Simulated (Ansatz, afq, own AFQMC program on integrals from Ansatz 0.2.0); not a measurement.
**AFQMC, coupled cluster and functionals along a coordinate of SiGeH$_{3}$, doublet**

| atom | x (Å) | y (Å) | z (Å) |
| --- | --- | --- | --- |
| Si | -0.0291 | 0.0911 | 1.6863 |
| Ge | 0.0129 | -0.0156 | -0.6336 |
| H | 0.2341 | -1.4090 | 1.7523 |
| H | -0.3266 | -1.2336 | -1.5256 |
| H | -0.0229 | 1.2257 | -1.5544 |

One side is turned about Si1–Ge2. Energies in mEh count from this geometry (0.000 °) at the same level; the start stands on UHF, each point on the determinant named.

Basis cc-pVDZ. Only valence electrons are correlated. Ansatz 0.2.0 and our own AFQMC program on the same integrals; the CISD trial comes from CCSD amplitudes, and released means the phaseless constraint is let go. ± is one standard error of the sampling. No spin–orbit coupling.

Cautions, each for one point or more: an unrestricted solution with more broken spin lies lower; higher spins were not checked; inner d shell frozen; no relativity below Rb; no spin-orbit coupling; raised T1 diagnostic; strong correlation; unrestricted determinant spin contaminated; walk and cluster series may follow different spin states.

```tsv
twist about Si1–Ge2 / °	det.	T1	weight	⟨S²⟩	B3LYP	B2PLYP	CCSD(T)
30.200	UHF	0.054	0.80	1.04	3.7	4.5	4.6
62.400	UHF	0.054	0.81	0.77	17.7	19.8§	18.1
90.000	UHF¶	0.074	0.76	1.16	14.2	15.9§	16.2
150.000	UHF	0.048	0.82	0.96	0.3	0.3	0.2
```

Problem. Estimate the curve of phaseless AFQMC with a CISD trial, counted from the same start.

Solution. 
```
twist about Si1–Ge2 / °  det.     T1  weight  ⟨S²⟩  ph-AFQMC/CISD
                 30.200   UHF  0.054    0.80  1.04      3.8 ± 0.6
                 62.400   UHF  0.054    0.81  0.77     17.7 ± 0.9
                 90.000  UHF¶  0.074    0.76  1.16     13.3 ± 0.8
                150.000   UHF  0.048    0.82  0.96     -1.9 ± 0.5
```

Weight is that of the determinant in the CISD state; at the start T1 is 0.047 and the weight 0.82, and ⟨S²⟩ is 0.96. ¶ marks points with a poor determinant and no full CI, where no value is sure; they don't count among the departures. Symmetry can't show for every point that it stays on the start's state. § marks a functional whose ⟨S²⟩ is too high by over 0.1. Largest departures from phaseless AFQMC with a CISD trial: CCSD(T) 2.2 mEh at 150.000 (on UHF). The walk's constraint bias lies outside its error bars, so these are departures and not errors. The functionals aren't scored here. In this small basis the wave-function levels are far from their limit, so their gap to the functionals isn't the functionals' error.
